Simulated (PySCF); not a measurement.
2,3-dihydro-5-methylfuran, C₅H₈O.
SMILES: `C1COC(=C1)C`

The calculation used PySCF, PBE0-D3(BJ)/def2-SVP geometry optimisation, gas phase.

Masses are those of the commonest isotopes; rigid-rotor values at the optimised geometry. 

Q: What are A, B and C (MHz)?

A: Ia = 66.65, Ib = 153.58, Ic = 210.71 u·Å²; 505379 MHz·u·Å²/I gives A = 7583, B = 3291, C = 2398 MHz.

Q: What kind of rotor is it?

A: An asymmetric top. Ray's parameter κ = (2B − A − C)/(A − C) = -0.656; −1 is the prolate and +1 the oblate limit.

Q: Is it planar, by Δ = Ic − Ia − Ib?

A: Not planar: Δ = Ic − Ia − Ib = -9.52 u·Å². For a rigid frame Δ = −2 Σ m c², so Σ m c² = 4.76 u·Å² lies off the ab plane, practically all of it from hydrogen. The atom farthest from that plane is 0.91 Å away.

Q: Give the other two planar moments, Paa and Pbb, and the rms extents of the mass along the axes.

A: Paa = Σ m a² = (Ib + Ic − Ia)/2 = 148.82 and Pbb = Σ m b² = (Ia + Ic − Ib)/2 = 61.89 u·Å². With the mass M = 84.06 u, the rms extents √(P/M) along a, b and c are 1.33, 0.86, 0.24 Å.

Q: Give the coordinates in the principal-axis frame, origin at the centre of mass.

A: The sense of each axis is arbitrary; atoms in the order of the calculation.
```json
{"atom": "C1", "mass (u)": "12.000", "a (Å)": "2.186", "b (Å)": "-0.036", "c (Å)": "0.000"}
{"atom": "C2", "mass (u)": "12.000", "a (Å)": "0.707", "b (Å)": "-0.130", "c (Å)": "-0.002"}
{"atom": "C3", "mass (u)": "12.000", "a (Å)": "-0.107", "b (Å)": "-1.194", "c (Å)": "-0.005"}
{"atom": "C4", "mass (u)": "12.000", "a (Å)": "-1.534", "b (Å)": "-0.721", "c (Å)": "0.008"}
{"atom": "C5", "mass (u)": "12.000", "a (Å)": "-1.346", "b (Å)": "0.811", "c (Å)": "-0.009"}
{"atom": "O6", "mass (u)": "15.995", "a (Å)": "0.060", "b (Å)": "1.065", "c (Å)": "0.007"}
{"atom": "H7", "mass (u)": "1.008", "a (Å)": "2.642", "b (Å)": "-1.033", "c (Å)": "-0.033"}
{"atom": "H8", "mass (u)": "1.008", "a (Å)": "2.533", "b (Å)": "0.549", "c (Å)": "-0.867"}
{"atom": "H9", "mass (u)": "1.008", "a (Å)": "2.535", "b (Å)": "0.490", "c (Å)": "0.903"}
{"atom": "H10", "mass (u)": "1.008", "a (Å)": "0.214", "b (Å)": "-2.234", "c (Å)": "-0.010"}
{"atom": "H11", "mass (u)": "1.008", "a (Å)": "-2.083", "b (Å)": "-1.061", "c (Å)": "0.903"}
{"atom": "H12", "mass (u)": "1.008", "a (Å)": "-2.109", "b (Å)": "-1.075", "c (Å)": "-0.864"}
{"atom": "H13", "mass (u)": "1.008", "a (Å)": "-1.794", "b (Å)": "1.306", "c (Å)": "0.867"}
{"atom": "H14", "mass (u)": "1.008", "a (Å)": "-1.768", "b (Å)": "1.278", "c (Å)": "-0.914"}
```

Q: Which types of transition are allowed, and where do some lines up to J = 3 fall?

A: The dipole components are |μa| = 0.37 D, |μb| = 0.56 D, |μc| = 0.00 D. The squared components, which scale the intensities, stand as 0.43 : 1.00 : 0.00 (a : b : c). Some lines, for components of 0.1 D or more:

| type | branch | J(Ka,Kc) | MHz | lower level (cm⁻¹) |
| --- | --- | --- | --- | --- |
| a | Q | 3(2,1) ← 3(2,2) | 610 | 1.771 |
| b | Q | 1(1,0) ← 1(0,1) | 5184 | 0.190 |
| b | R | 3(1,2) ← 2(2,1) | 5446 | 1.201 |
| a | R | 1(0,1) ← 0(0,0) | 5689 | 0.000 |
| b | Q | 2(1,1) ← 2(0,2) | 6202 | 0.565 |
| b | R | 2(0,2) ← 1(1,1) | 6961 | 0.333 |
| b | R | 1(1,1) ← 0(0,0) | 9981 | 0.000 |
| a | R | 2(1,2) ← 1(1,1) | 10486 | 0.333 |
| a | R | 2(0,2) ← 1(0,1) | 11253 | 0.190 |
| b | Q | 3(2,1) ← 3(1,2) | 12232 | 1.383 |
| a | R | 3(1,3) ← 2(1,2) | 15656 | 0.683 |
| a | R | 3(2,2) ← 2(2,1) | 17068 | 1.201 |
| a | R | 3(2,1) ← 2(2,0) | 17553 | 1.206 |
| a | R | 3(1,2) ← 2(1,1) | 18321 | 0.772 |
| b | R | 3(1,3) ← 2(0,2) | 19180 | 0.565 |
| b | Q | 3(3,0) ← 3(2,1) | 23164 | 1.791 |
| b | Q | 3(3,1) ← 3(2,2) | 23763 | 1.771 |
| b | R | 2(2,1) ← 1(1,0) | 25146 | 0.363 |
| b | R | 2(2,0) ← 1(1,1) | 26164 | 0.333 |
| b | R | 3(3,1) ← 2(2,0) | 40706 | 1.206 |
| b | R | 3(3,0) ← 2(2,1) | 40842 | 1.201 |

Stationary, but not proved a minimum. These are rigid-rotor constants of the computed structure; measured ground-state constants (B0) also hold zero-point vibration. A rigid rotor knows nothing of internal rotation, which can split or shift real lines.
